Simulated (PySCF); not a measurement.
Compound: C3H11P3.
Atom-mapped SMILES: `[CH3:1][P:2]([CH2:3][PH2:4])[CH2:5][PH2:6]` (hydrogens: H7, H8, H9 on C1; H10, H11 on C3; H12, H13 on P4; H14, H15 on C5; H16, H17 on P6)

Structure used (PBE0-D3(BJ)/def2-SVP), in Å, numbered top down from 1:
```
atom  x, y, z in Å
C1    -0.0110    1.2420   -1.1055
P2    -0.1094   -0.4894   -0.4695
C3    -1.4787   -0.3174    0.7709
P4    -3.2008   -0.1252    0.0872
C5     1.3364   -0.4592    0.7046
P6     2.9661   -0.4361   -0.2083
H7    -0.8446    1.4358   -1.7956
H8     0.9265    1.3577   -1.6706
H9    -0.0294    1.9905   -0.2960
H10   -1.4907   -1.2335    1.3849
H11   -1.2975    0.5236    1.4639
H12   -2.9575    1.0221   -0.7305
H13   -3.0592   -1.0328   -1.0104
H14    1.2551   -1.3422    1.3574
H15    1.2950    0.4415    1.3421
H16    3.7974   -0.8057    0.8943
H17    2.8991   -1.7688   -0.7190
```

Linear response at B3LYP/def2-SVPD (PySCF, frozen core in the response, non-relativistic). Isolated species at its PBE0-D3(BJ)/def2-SVP geometry (one conformer only).

Static isotropic polarisability: 120.89 au (17.91 Å³), principal values 98.9, 106.8, 157.0 au.

**Question.** What is the polarisability at 1064 nm and at the sodium D line?

**Answer.** 122.36 au at 1064 nm (+1.2 %), 125.90 au at 589.3 nm (+4.1 %). The rise at 589.3 nm is 3.41 times that at 1064 nm; a pure ω² law gives 3.26. The lowest singlet lies at 218 nm, shorter than both wavelengths.

**Question.** What is the isotropic C6 coefficient between two such molecules, C6 = (3/π)∫α(iω)² dω?

**Answer.** 4973 au (Eh·bohr⁶) by a ten-point quadrature over imaginary frequencies, which is 2970 eV·Å⁶ or 287 J·nm⁶/mol.

**Question.** Which effective excitation energy ω̄ makes London's formula C6 = (3/4)α²ω̄ exact here?

**Answer.** ω̄ = 4·C6/(3α²) = 0.454 Eh = 12.3 eV. A one-pole form α(ω) = α/(1 − ω²/ω̄²) fitted to the 1064 nm value gives 10.6 eV. London's choice of the ionisation energy (8.47 eV, ΔSCF at the same level) gives C6 = 3410 au, 31 % too low.

**Question.** What n − 1 at the D line would an ideal gas of it have at 273.15 K and 1 atm (2.6868 × 10¹⁹ cm⁻³), by n − 1 = 2π·N·α′?

**Answer.** 31.49 × 10⁻⁴, a formal value whether or not that pressure can be reached.

**Question.** What three-body coefficient follows from the one-pole estimate C9 = (3/4)·α·C6?

**Answer.** 451000 au. This is an estimate from the two numbers above, not a computed integral.

**Question.** The lowest 10 singlets have (eV, f): 5.68, 0.009; 5.74, 0.062; 5.98, 0.029; 6.13, 0.026; 6.20, 0.062; 6.35, 0.010; 6.38, 0.027; 6.39, 0.043; 6.49, 0.046; 6.58, 0.075. What share of the static polarisability do they carry in the sum over states α = Σ f/ω²?

**Answer.** 7.50 au, 6.2 % of α; the largest term, 1.40 au, is that of the state at 5.74 eV. Their oscillator strengths add up to 0.39. Higher states carry the rest.
